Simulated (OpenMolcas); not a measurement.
# One shape, several levels: SiH (SMILES [SiH])

Wanted: a comparison of 6 runs (ROHF/6-311G, UHF/6-311G, UB3LYP/6-311G, UM06-2X/6-311G, ROMP2/6-311G, ROCCSD(T)/6-311G) of SiH. 

The calculation is run with OpenMolcas 26.06.

**1. Starting point**

The species is SiH (2 atoms), meant as a doublet with charge 0. SMILES: `[SiH]`. Geometry: relaxed at GFN2-xTB.

Bond lengths: Si1–H2 1.517 Å.

**2. A single-point energy at ROHF/6-311G (run 1)**

Input file geom.xyz:

```xyz
2

Si     0.000000     0.000000     0.000000
H      0.000000     0.000000     1.516560
```

Input file step1.input:

```
&GATEWAY
 BasLib=$CurrDir
 Coord=geom.xyz
 Basis=6-311G
 Group=NoSym

&SEWARD

&SCF
 UHF
 Spin=2
 PrOrbitals=1 1

&RASSCF
 FileOrb=$Project.UnaOrb
 Spin=2
 Nactel=1 0 0
 Inactive=7
 Ras2=1
 OutOrbitals=Canonical
 OrbListing=Nothing
```

The basis set 6-311G is read from a file made from the Basis Set Exchange's data (not shown).

On the command line:

```console
$ export MOLCAS_MEM=1860
$ pymolcas step1.input > step1.log
```

The program printed:

```text
--- Start Module: gateway ---
[...]
--- Stop Module: gateway /rc=_RC_ALL_IS_WELL_ ---
[...]
      Basis functions           24
[...]
--- Start Module: scf ---
[...]
       Convergence after  10 Iterations
[...]
::    Total SCF energy                               -289.4128213370
[...]
      Total spin, S                                     0.5016645154
[...]
--- Stop Module: scf /rc=_RC_ALL_IS_WELL_ ---
--- Start Module: rasscf ---
[...]
      Number of active orbitals                  1
[...]
      Spin quantum number                      0.5
[...]
      Active orbitals                            1
[...]
      Number of CSFs                             1
[...]
      Number of root(s) required                 1
[...]
      Convergence after  7 iterations
[...]
      printout of CI-coefficients larger than  0.05 for root  1
      energy=    -289.412025
      conf/sym  1     Coeff  Weight
             1  u   1.00000 1.00000
      Natural orbitals and occupation numbers for root  1
      sym 1:   1.000000
      ************************************************************************************************************************
      *                                                    Final results                                                     *
[...]
::    RASSCF root number  1 Total energy:   -289.41202528
[...]
      Total electronic charge=   15.000000
      Total            charge=   -0.000000
[...]
      Dipole Moment (debye):
      Origin of the operator (angstrom)=    0.0000    0.0000    0.0527
                   X= -7.7919E-09               Y= -7.9071E-09               Z=  4.4732E-01           Total=  4.4732E-01
      Quadrupole Moment (debye*angstrom):
[...]
--- Stop Module: rasscf /rc=_RC_ALL_IS_WELL_ ---
[...]
```

It took 2 s on 1 thread of Arm Neoverse V2, shared host; peak memory 0.37 GiB.

**3. A single-point energy at UHF/6-311G (run 2)**

geom.xyz is that of step 2.

Input file run.inp:

```
&GATEWAY
  BasLib=$CurrDir
  Coord=geom.xyz
  Basis=6-311G
  Group=NoSym

&SEWARD

&SCF
  UHF
  Spin=2
  Thresholds=1e-10 1e-07 1e-07 1e-05
  PrOrbitals=1 1
```

The basis set 6-311G is read from a file made from the Basis Set Exchange's data (not shown).

On the command line:

```console
$ export MOLCAS_MEM=1860
$ pymolcas run.inp > run.log
```

The program printed:

```text
--- Start Module: gateway ---
[...]
--- Stop Module: gateway /rc=_RC_ALL_IS_WELL_ ---
--- Start Module: seward ---
[...]
      Basis functions           24
--- Stop Module: seward /rc=_RC_ALL_IS_WELL_ ---
--- Start Module: scf ---
[...]
       Convergence after  12 Iterations
[...]
::    Total SCF energy                               -289.4128213370
[...]
      Total spin, S                                     0.5016645617
[...]
      Total electronic charge=   15.000000
      Total            charge=   -0.000000
[...]
      Dipole Moment (debye):
      Origin of the operator (angstrom)=    0.0000    0.0000    0.0527
                   X=  1.0392E-17               Y= -1.8797E-16               Z=  4.6528E-01           Total=  4.6528E-01
      Quadrupole Moment (debye*angstrom):
[...]
--- Stop Module: scf /rc=_RC_ALL_IS_WELL_ ---
[...]
```

Run time: 1.5 s. Hardware: 1 thread of Arm Neoverse V2, shared host; peak memory 0.37 GiB.

Run 3 isn't shown in full; the table further down has it.

**4. A single-point energy at UM06-2X/6-311G (run 4)**

geom.xyz is that of step 3.

Input file run.inp:

```
* HSi Kohn-Sham DFT

&GATEWAY
 BasLib = $CurrDir
 Coord = geom.xyz
 Basis = 6-311G
 Group = NoSym

&SEWARD
 GridInput
 Grid=UltraFine
 End of Grid

&SCF
 UHF
 Spin = 2
 KSDFT = M062X
 Thresholds = 1e-10 1e-07 1e-07 1e-05
 PrOrbitals = 1 1
```

The basis set 6-311G is read from a file made from the Basis Set Exchange's data (not shown).

On the command line:

```console
$ export MOLCAS_MEM=1860
$ pymolcas run.inp > run.log
```

The program printed:

```text
--- Start Module: gateway ---
[...]
--- Stop Module: gateway /rc=_RC_ALL_IS_WELL_ ---
--- Start Module: seward ---
[...]
      Basis functions           24
--- Stop Module: seward /rc=_RC_ALL_IS_WELL_ ---
--- Start Module: scf ---
[...]
       Convergence after  37 Iterations
[...]
::    Total KS-DFT energy                            -289.9509067280
[...]
      Total spin, S                                     0.5007032224
[...]
      Total electronic charge=   15.000000
      Total            charge=   -0.000000
[...]
      Dipole Moment (debye):
      Origin of the operator (angstrom)=    0.0000    0.0000    0.0527
                   X= -1.8657E-10               Y= -3.5893E-10               Z=  4.0441E-01           Total=  4.0441E-01
      Quadrupole Moment (debye*angstrom):
[...]
--- Stop Module: scf /rc=_RC_ALL_IS_WELL_ ---
[...]
```

Run time: 10 s. Hardware: 1 thread of Arm Neoverse V2, shared host; peak memory 0.37 GiB.

Run 5 isn't shown in full; the table further down has it.

**5. The energy at ROCCSD(T)/6-311G (run 6)**

geom.xyz is that of step 4.

Input file run.input:

```
* HSi CCSD(T)
>>> EXPORT MOLCAS_PRINT=2

&GATEWAY
 BasLib
 $CurrDir
 Coord
 geom.xyz
 Basis
 6-311G
 Group
 NoSym

&SEWARD

&SCF
 UHF
 Spin
 2
 Thresholds
 1e-10 1e-07 1e-07 1e-05
 PrOrbitals
 1 1

&RASSCF
 FileOrb
 $Project.UnaOrb
 Spin
 2
 Nactel
 1 0 0
 Inactive
 7
 Ras2
 1
 OutOrbitals
 Canonical
 OrbListing
 Nothing

&MOTRA
 JobIph
 Frozen
 5

&CCSDT
 CCT
 Triples
 3
 Iterations
 80
 Accuracy
 1e-08
 Extrapolation
 5 4
```

The basis set 6-311G is read from a file made from the Basis Set Exchange's data (not shown).

On the command line:

```console
$ export MOLCAS_MEM=1860
$ pymolcas run.input > run.log
```

The program printed:

```text
--- Start Module: gateway ---
[...]
--- Stop Module: gateway /rc=_RC_ALL_IS_WELL_ ---
[...]
      Basis functions           24
[...]
       Convergence after  12 Iterations
[...]
::    Total SCF energy                               -289.4128213370
[...]
      Total spin, S                                     0.5016645617
[...]
      Number of active orbitals                  1
[...]
      Spin quantum number                      0.5
[...]
      Active orbitals                            1
[...]
      Number of CSFs                             1
[...]
      Number of root(s) required                 1
[...]
      Convergence after  7 iterations
[...]
      printout of CI-coefficients larger than  0.05 for root  1
      energy=    -289.412025
      conf/sym  1     Coeff  Weight
             1  u   1.00000 1.00000
      Natural orbitals and occupation numbers for root  1
      sym 1:   1.000000
      ************************************************************************************************************************
      *                                                    Final results                                                     *
[...]
::    RASSCF root number  1 Total energy:   -289.41202528
[...]
      Total electronic charge=   15.000000
      Total            charge=   -0.000000
[...]
      Dipole Moment (debye):
      Origin of the operator (angstrom)=    0.0000    0.0000    0.0527
                   X= -1.0989E-07               Y= -1.6905E-07               Z=  4.4732E-01           Total=  4.4732E-01
      Quadrupole Moment (debye*angstrom):
[...]
--- Start Module: motra ---
[...]
      *** WARNING: Default frozen orbitals is overwritten by user input.
      *** Default values:   2
[...]
--- Stop Module: motra /rc=_RC_ALL_IS_WELL_ ---
--- Start Module: ccsdt ---
[...]
      Convergence after                    12  Iterations
      Total energy (diff) :    -289.46020717       0.00000001
[...]
 METHOD                       : CCSD+T(CCSD)+<T3(1)WT1>+<T3(1)UT2> = CCSD(T)
[...]
       CCSD     =      -289.4602071731916
[...]
--- Stop Module: ccsdt /rc=_RC_ALL_IS_WELL_ ---
[...]
```

Run time: 2.2 s. Hardware: 1 thread of Arm Neoverse V2, shared host; peak memory 0.37 GiB.

**6. All runs side by side**

| run | level | SCF convergence threshold | integration grid | frozen core orbitals | energy (Eh) | dipole moment (D) | wall time |
| --- | --- | --- | --- | --- | --- | --- | --- |
| 1 | ROHF/6-311G | – | – | – | -289.412025 | 0.45 | 2 s |
| 2 | UHF/6-311G | 1e-10 | – | – | -289.412821 | 0.47 | 1.5 s |
| 3 | UB3LYP/6-311G | 1e-10 | UltraFine | – | -290.001355 | 0.36 | 3.6 s |
| 4 | UM06-2X/6-311G | 1e-10 | UltraFine | – | -289.950907 | 0.40 | 10 s |
| 5 | ROMP2/6-311G | 1e-10 | – | 5 | -289.445755 | – | 2.1 s |
| 6 | ROCCSD(T)/6-311G | 1e-10 | – | 5 | -289.460682 | – | 2.2 s |

**7. What came out**

```
             quantity          value
  run 6: total energy  -289.46068 Eh
run 6: (T) correction      -0.47 mEh
```

**Reading.** Among the runs that give it from their own density at one geometry, the dipole moment runs from 0.36 D (UB3LYP/6-311G) to 0.47 D (UHF/6-311G). Totals of different functionals can't be ranked against each other. All runs together took 22 s, the longest 10 s.
